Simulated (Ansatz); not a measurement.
Ansatz (an electronic-structure program) input (PBE0/def2-TZVP):

Ansatz 0.2 input:
```yaml
crystal:
  periodic: [false, false, false]
  atoms:
    - {symbol: C, position_ang: [-0.00121882, -0.00583875, 0.66227812]}
    - {symbol: C, position_ang: [0.00121882, 0.00583875, -0.66227812]}
    - {symbol: H, position_ang: [0.01665750, 0.91035156, 1.24013365]}
    - {symbol: H, position_ang: [-0.02119201, -0.93207417, 1.22382087]}
    - {symbol: H, position_ang: [0.02119201, 0.93207417, -1.22382087]}
    - {symbol: H, position_ang: [-0.01665750, -0.91035156, -1.24013365]}
basis:
  gaussian:
    orbitals: def2-TZVP
hamiltonian:
  xc: {name: PBE0}
relax: {f_tol: 0.003, max_steps: 100}
```

Output:

```
Functional definition: PBE0
integrals: 0.01 GiB planned
536 factors; their error is unknown
mean field: 0.18 GiB planned
mean field evaluation 1: about -2131.5940 eV, gradient 4.5e1 eV
mean field evaluation 2: about -2130.9174 eV, gradient 4.7e1 eV
mean field evaluation 4: about -2136.4319 eV, gradient 2.5e-1 eV
mean field evaluation 8: about -2136.4262 eV, gradient 2.6e-3 eV
mean field -2136.42623176 eV, -78.5122158953 hartree, gradient 1.0e-5 eV, S^2 0.000000; 0 other end points of the search recorded, 0 dependent functions left out
the calculation of the forces begins
reference -2136.42625304 eV, -78.5122166775 hartree; 8, 8 occupied and 78, 78 virtual orbitals, 536 factors
relax step   1: F+E_penalty+E_count = -2136.42623176 eV  Δ(F+E_penalty+E_count) = +0.000e0 eV  max|allowed force component| = 1.337e-1 eV/Å  Δτ_max = 0.0000 Å  (24 SCF iters, accepted)
these checks for a lower state are left out or cut short: starts, cluster_reference, orbital_swaps, neighbouring_geometries, increment
integrals: 0.01 GiB planned
536 factors; their error is unknown
mean field: 0.18 GiB planned
mean field evaluation 16: about -2136.4323 eV, gradient 1.3e-4 eV
mean field -2136.42645578 eV, -78.5122241280 hartree, gradient 6.7e-6 eV, S^2 0.000000; 0 other end points of the search recorded, 0 dependent functions left out
the calculation of the forces begins
reference -2136.42647708 eV, -78.5122249109 hartree; 8, 8 occupied and 78, 78 virtual orbitals, 536 factors
relax step   2: F+E_penalty+E_count = -2136.42645578 eV  Δ(F+E_penalty+E_count) = -2.240e-4 eV  max|allowed force component| = 2.473e-2 eV/Å  Δτ_max = 0.0015 Å  (29 SCF iters, accepted)
these checks for a lower state are left out or cut short: starts, cluster_reference, orbital_swaps, neighbouring_geometries, increment
integrals: 0.01 GiB planned
536 factors; their error is unknown
mean field: 0.18 GiB planned
mean field -2136.42646833 eV, -78.5122245893 hartree, gradient 6.8e-6 eV, S^2 0.000000; 0 other end points of the search recorded, 0 dependent functions left out
the calculation of the forces begins
reference -2136.42648964 eV, -78.5122253724 hartree; 8, 8 occupied and 78, 78 virtual orbitals, 536 factors
relax step   3: F+E_penalty+E_count = -2136.42646833 eV  Δ(F+E_penalty+E_count) = -1.255e-5 eV  max|allowed force component| = 1.073e-3 eV/Å  Δτ_max = 0.0005 Å  (28 SCF iters, accepted)
integrals: 0.01 GiB planned
536 factors; their error is unknown
mean field: 0.18 GiB planned
mean field evaluation 32: about -2136.4323 eV, gradient 1.4e-4 eV
mean field -2136.42646833 eV, -78.5122245893 hartree, gradient 6.8e-6 eV, S^2 0.000000; 1 other end points of the search recorded, 0 dependent functions left out
the calculation of the forces begins
reference -2136.42648964 eV, -78.5122253724 hartree; 8, 8 occupied and 78, 78 virtual orbitals, 536 factors
Total energy: -2136.42648964 eV, -78.5122253724 hartree
Atom 0 at    -0.001217    -0.005832     0.661474 Å, force    -0.000002    -0.000009     0.001073 eV/Å
Atom 1 at     0.001217     0.005832    -0.661474 Å, force     0.000002     0.000009    -0.001073 eV/Å
Atom 2 at     0.016694     0.912051     1.239178 Å, force     0.000002     0.000068    -0.000361 eV/Å
Atom 3 at    -0.021225    -0.933757     1.222835 Å, force    -0.000001    -0.000062    -0.000362 eV/Å
Atom 4 at     0.021225     0.933757    -1.222835 Å, force     0.000001     0.000062     0.000362 eV/Å
Atom 5 at    -0.016694    -0.912051    -1.239178 Å, force    -0.000002    -0.000068     0.000361 eV/Å
Dipole moment:    -0.000000    -0.000000     0.000000 e Å
```
